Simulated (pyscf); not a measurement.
Structures and frequencies: ωB97X-D3(BJ)/def2-SVP in PySCF.

Problem. Estimate by transition-state theory the rate constant of `[CH3][GeH][Cl]` [doublet] + `[H][H]` → `[CH3][GeH2][Cl]` + `[H]` [doublet] (doublet surface; H–H broken, Ge–H formed) at 900 K, with ωB97M-D3(BJ)/def2-TZVP energies (ideal gas, 1 atm, RRHO with modes under 100 cm⁻¹ raised to 100, one conformer, R ln 2 for rigid chiral ones; no tunnelling).

Solution. The electronic barrier is 23.7 kcal/mol and the thermal terms add +20.7, so ΔG‡ = 44.4 kcal/mol. With k_BT/h = 1.88e+13 s⁻¹ and RT = 1.788 kcal/mol, and a volume of 1.23e-19 cm³ per molecule at 1 atm, k = 3.8e-17 cm³ molecule⁻¹ s⁻¹. Wigner's tunnelling factor for 725i cm⁻¹ would be 1.06. A shift of 1 kcal/mol in the barrier changes k by a factor 1.7. This is the saddle that the search found; another between the same sides may lie lower. The angle at the transferred H is 178°. Elements up to Kr have no core potential and no relativistic terms here.
